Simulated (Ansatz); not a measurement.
Species: methyl chloride, CH$_{3}$Cl, net charge 0, singlet state. 
Geometry from a B3LYP-D3(BJ)/def2-TZVP (Ansatz, a program for electronic structure) optimisation:
SMILES: CCl
```xyz
5

C      0.0082     0.0133    -1.1337
Cl    -0.0048    -0.0077     0.6605
H      0.0175     1.0478    -1.4634
H      0.8997    -0.5040    -1.4752
H     -0.8852    -0.4920    -1.4879
```

Basis-set convergence of Hartree-Fock and CCSD(T) correlation energies (hartree) with Ansatz. Cores are frozen in the correlated levels unless marked. Spin-orbit coupling is left out. Non-relativistic.

```tsv
basis	functions	E(HF)	E(corr, CCSD(T))	rough core time
cc-pV(D+d)Z	52	-499.11954	-0.32690	under 20 s
cc-pV(T+d)Z	111	-499.14866	-0.41980	under 20 s
cc-pV(Q+d)Z	209	-499.15509	-0.44958	40 s
```

Extrapolating the two largest sets (X = 3 and 4) as X^-3: E(corr) = (64·(-0.44958) - 27·(-0.41980))/37 = -0.4713 Eh, an estimate of the basis-set limit. The largest set recovers 95.4 % of it, the smallest 69.4 %.
